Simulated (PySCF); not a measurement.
Species: C₄H₆O.
SMILES with atom numbers: `[CH3:1][O:2][C:3]1=[CH:4][CH2:5]1` (hydrogens: H6, H7, H8 on C1; H9 on C4; H10, H11 on C5)

The same species was optimised twice, with GFN2-xTB and with PBE0-D3(BJ)/def2-SVP (PySCF), and the same property calculations (PySCF, gas phase) were run on both structures.

```
     coordinate  GFN2-xTB  PBE0-D3(BJ)/def2-SVP  change
      C4–H9 (Å)     1.060                 1.084  +0.024
     C5–H11 (Å)     1.086                 1.104  +0.018
     C5–H10 (Å)     1.086                 1.104  +0.018
      C3–C5 (Å)     1.488                 1.472  -0.016
      C4–C5 (Å)     1.515                 1.528  +0.013
      O2–C3 (Å)     1.326                 1.316  -0.010
      C1–H8 (Å)     1.094                 1.103  +0.009
      C1–H6 (Å)     1.088                 1.097  +0.009
      C1–H7 (Å)     1.094                 1.102  +0.008
      C1–O2 (Å)     1.417                 1.414  -0.003
      C3=C4 (Å)     1.301                 1.301   0.000
   C3–C4–C5 (°)      63.3                  62.1    -1.2
   C4–C3–C5 (°)      65.4                  66.5    +1.1
   C3–C4–H9 (°)     152.3                 153.4    +1.1
   O2–C3–C4 (°)     152.5                 151.5    -1.0
   O2–C1–H6 (°)     106.3                 107.0    +0.7
   H6–C1–H7 (°)     109.9                 109.6    -0.3
   H6–C1–H8 (°)     109.9                 109.6    -0.3
   C1–O2–C3 (°)     114.7                 114.5    -0.2
C1–O2–C3–C4 (°)         0                     0       0
```

Rotational constants: A = 16452, B = 3529, C = 3019 MHz (GFN2-xTB) against A = 16170, B = 3586, C = 3053 MHz (PBE0-D3(BJ)/def2-SVP). Point groups within 0.08 Å: Cs and Cs.

On the GFN2-xTB structure: HOMO (eV) -6.41 [PBE0/pcSseg-1]; LUMO (eV) 1.13 [PBE0/pcSseg-1]; dipole (D) 1.94 [PBE0/pcSseg-1]; GIAO shielding of C1 (ppm) 126.3 [PBE0/pcSseg-1]; GIAO shielding of O2 (ppm) 239.3 [PBE0/pcSseg-1]; GIAO shielding of C3 (ppm) 36.7 [PBE0/pcSseg-1]; GIAO shielding of C4 (ppm) 117.2 [PBE0/pcSseg-1]; GIAO shielding of C5 (ppm) 169.9 [PBE0/pcSseg-1].

Problem. What do these properties become on the PBE0-D3(BJ)/def2-SVP structure?

Solution. 
```
                                    property          level  on GFN2-xTB  on PBE0-D3(BJ)/def2-SVP  change
                                   HOMO (eV)  PBE0/pcSseg-1        -6.41                    -6.39   +0.02
                                   LUMO (eV)  PBE0/pcSseg-1         1.13                     1.14   +0.01
                                  dipole (D)  PBE0/pcSseg-1         1.94                     1.95   +0.01
energy, GFN2-xTB geometry as zero (kcal/mol)  PBE0/pcSseg-1          0.0                     -0.4    -0.4
                  GIAO shielding of C1 (ppm)  PBE0/pcSseg-1        126.3                    125.5    -0.8
                  GIAO shielding of O2 (ppm)  PBE0/pcSseg-1        239.3                    238.5    -0.8
                  GIAO shielding of C3 (ppm)  PBE0/pcSseg-1         36.7                     38.7    +2.0
                  GIAO shielding of C4 (ppm)  PBE0/pcSseg-1        117.2                    115.8    -1.4
                  GIAO shielding of C5 (ppm)  PBE0/pcSseg-1        169.9                    167.6    -2.3
```

The heavy atoms differ by 0.014 Å rms after alignment. Among all bonds C4–H9 changes most (+0.024 Å). Changes are differences of the printed values. Neither structure is proved a minimum here.

Shape of the structure used: `[CH3:1][O:2][C:3]1=[CH:4][CH2:5]1`: C1–O2–C3–C4 0°.
